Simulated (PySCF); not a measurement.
How methods differ on the ionisation energy of F

F [He] 2s2 2p5 (2P) → F⁺ [He] 2s2 2p4 (3P), as a difference of total energies. Calculation: PySCF 2.14, in aug-cc-pVDZ-DK (4s3p2d, 23 functions); scalar relativity by spin-free X2C-1e. Correlated levels: valence: 1s2 frozen. The calculations carry no spin-orbit coupling.

| method | ionisation energy (eV) | error (eV) |
| --- | --- | --- |
| UHF | 15.752 | -1.675 |
| LDA | 17.983 | +0.556 |
| PBE | 17.683 | +0.256 |
| PBE0 | 17.496 | +0.069 |
| r2SCAN | 17.609 | +0.182 |
| TPSSh | 17.401 | -0.026 |
| TPSS | 17.454 | +0.027 |
| B2PLYP | 17.449 | +0.022 |
| B3LYP | 17.765 | +0.338 |
| MP2 (valence) | 17.154 | -0.273 |
| SCS-MP2 (valence) | 17.103 | -0.324 |

Reference: 17.427 eV (measured; NIST levels, between the centres of gravity of the two terms).

Errors of the correlated levels include the incompleteness of this basis and the frozen core.
